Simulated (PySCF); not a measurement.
# BN (triplet): the SCF solver's settings

Aim: find out which solver settings change the answer for BN (triplet).

The runs use PySCF 2.14.0; each script names its method and basis.

2 further runs of the same task are left out: 2 that didn't finish.

## (1) The starting structure

BN (triplet): 2 atoms, charge 0, spin multiplicity 3.

Bond lengths: B1–N2 1.323 Å.

## (2) The base run

File input.py:

```python
from pyscf import gto, dft

mol = gto.M(
    atom='B 0 0 0; N 0 0 1.323',
    basis='sto-3g',
    charge=0,
    spin=2,
    verbose=4,
)
mf = dft.UKS(mol, xc='m06')
mf.kernel()
mf.analyze()
print('orbital energies (hartree):', [e[max(0, n-3):n+3].round(4) for e, n in zip(mf.mo_energy, mol.nelec)])
```

Command:

```
> OMP_NUM_THREADS=1 python input.py
```

Its log is not repeated here.

In short: E(SCF) = -78.285908 Eh, 11 cycles, ⟨S²⟩ = 2.001, μ = 1.61 D.

The bond length is a typed value, not an optimised one. The triplet is typed in the script; nothing here shows that it is the ground state.

## (3) Initial guess huckel

Run 1 changes initial guess: minao → huckel.

File input.py:

```python
from pyscf import gto, dft

mol = gto.M(
    atom='B 0 0 0; N 0 0 1.323',
    basis='sto-3g',
    charge=0,
    spin=2,
    verbose=4,
)
mf = dft.UKS(mol, xc='m06')
mf.init_guess = 'huckel'
mf.kernel()
mf.analyze()
print('orbital energies (hartree):', [e[max(0, n-3):n+3].round(4) for e, n in zip(mf.mo_energy, mol.nelec)])
```

Command:

```
> OMP_NUM_THREADS=1 python input.py
```

## (4) Convergence threshold 1e-05 hartree

Run 2 changes convergence threshold: default → 1e-05 hartree.

input.py, as its differences from that of step 2:

```diff
@@ -10,2 +10,3 @@
 mf = dft.UKS(mol, xc='m06')
+mf.conv_tol = 1e-05
 mf.kernel()
```

## (5) Convergence threshold 1e-11 hartree

Run 3 changes convergence threshold: default → 1e-11 hartree.

input.py, as its differences from that of step 2:

```diff
@@ -10,2 +10,3 @@
 mf = dft.UKS(mol, xc='m06')
+mf.conv_tol = 1e-11
 mf.kernel()
```

## (6) Damping 0.5

Run 4 changes damping: none → 0.5.

input.py, as its differences from that of step 2:

```diff
@@ -10,2 +10,4 @@
 mf = dft.UKS(mol, xc='m06')
+mf.damp = 0.5
+mf.diis_start_cycle = 8
 mf.kernel()
```

Before running it: what results should come out? Wanted: for each run, E(SCF); from base; gap, α spin; SCF dipole.

**Answer**, as computed:

```
                                run  E(SCF) (hartree)  from base (eV)  cycles  gap, α spin (eV)  SCF dipole (D)
                               base        -78.285908               0      11              8.72            1.61
               initial guess huckel        -78.285914         -0.0002      36              8.72            1.61
convergence threshold 1e-05 hartree        -78.285905         +0.0001       7              8.72            1.62
convergence threshold 1e-11 hartree        -78.285908          0.0000      12              8.72            1.61
                        damping 0.5        -78.285908          0.0000      17              8.72            1.61
```

Distance from each run's final energy (log10 hartree) by cycle:

```
                                run  cycle 1  cycle 2  cycle 3  cycle 5  cycle 8  cycle 12
                               base     -1.2     -0.3     -2.8     -4.4     -7.1      done
               initial guess huckel      0.2      0.1     -2.0     -3.4     -5.5      -5.5
convergence threshold 1e-05 hartree     -1.2     -0.3     -2.8     -4.5     done      done
convergence threshold 1e-11 hartree     -1.2     -0.3     -2.8     -4.4     -7.1     < -11
                        damping 0.5     -1.2     -1.4     -1.6     -2.2     -2.0      -4.4
```

In words: No change of the SCF energy comes from convergence threshold 1e-05 hartree or convergence threshold 1e-11 hartree or damping 0.5. The base needs 11 cycles and the run with damping 0.5 needs 17.
